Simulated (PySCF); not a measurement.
# PH4F, a solvent cluster: interaction energy

What interaction energy should one expect for `P` with `F`?

Programs: PySCF 2.14.0. All values are calculated, for the isolated system unless a continuum is named. Atoms count from 0, parts from 1.

### Step 1. Starting point

6 atoms, charge 0, multiplicity 1; geometry: GFN1-xTB. Parts: 1 = atoms 0–3, `P`, charge 0; 2 = atoms 4–5, `F`, charge 0.

### Step 2. Relaxing the molecule at PBE0-D3(BJ)/def2-SVPD

What the job is given:

```
{"job": {"xc": "PBE0", "basis": "def2-SVPD", "d3": "d3bj", "grid": 2, "kind": "geom", "shake": 0.01}, "charge": 0, "multiplicity": 1, "parts": [{"atoms": "0-3", "charge": 0, "multiplicity": 1}, {"atoms": "4-5", "charge": 0, "multiplicity": 1}]}
P      0.400718    -0.138744     0.429574
H     -0.419803     1.008139     0.312218
H      0.962313     0.065683    -0.813962
H     -0.556064    -0.966060    -0.066802
F      1.857341    -0.684959     2.695192
H      1.331954    -0.474738     1.901633
```

The run is started by

```bash
$ OMP_NUM_THREADS=1 python cluster_run.py task.json out
```

The driver reads the jobs from task.json and runs them one after another.

**Question.** The jobs that follow are: CCSD(T)/aug-cc-pVDZ and MP2/aug-cc-pVTZ counterpoise interaction energy, frozen core, gas phase. Predict: point group; rotational constants (main isotopes); interaction energy, CCSD(T) limit estimate; MP2/aug-cc-pVTZ; T1 diagnostic.

The runs gave:

| quantity | value |
| --- | --- |
| point group | C3v |
| rotational constants (main isotopes) | 112.90, 3.76, 3.76 GHz |
| interaction energy, CCSD(T) limit estimate | -4.82 kcal/mol |
| MP2/aug-cc-pVTZ | -4.92 kcal/mol |
| T1 diagnostic | 0.0131 |

What this shows: The optimisation took 5 steps and gained 0.358 eV; among the close pairs (by a distance rule), P0–H3 changed most, from 1.359 to 1.423 Å. No frequency check was run at this level, so the end point may be a saddle. The estimate adds CCSD(T) less MP2 in the small basis (+0.35 kcal/mol) to extrapolated MP2. Hartree-Fock gives -3.20 against -4.82 kcal/mol.
